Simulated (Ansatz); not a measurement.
Input for Ansatz (development build ahead of 0.2.0):

```yaml
crystal:
  periodic: [false, false, false]
  atoms:
    - { symbol: C, position_ang: [0.16217, -0.06526, -1.38717] }
    - { symbol: C, position_ang: [-0.04143, -0.11881, 0.15546] }
    - { symbol: C, position_ang: [0.09886, 0.07164, 1.44841] }
basis:
  gaussian: { orbitals: def2-SVP }
hamiltonian:
  xc: hf
output:
  forces: true
```

The input is written out in the form of the current development build from the run's settings.

The run gave:

```json
{
 "Converged": "yes",
 "Total energy": "-113.18565 hartree"
}
```

Forces (eV/Å):
```tsv
atom	Fx	Fy	Fz
C1	-1.430	-0.380	10.773
C2	1.759	0.821	-7.832
C3	-0.329	-0.441	-2.941
```

Caution: stretched shape with no unrestricted run beside it, a lower state can exist.
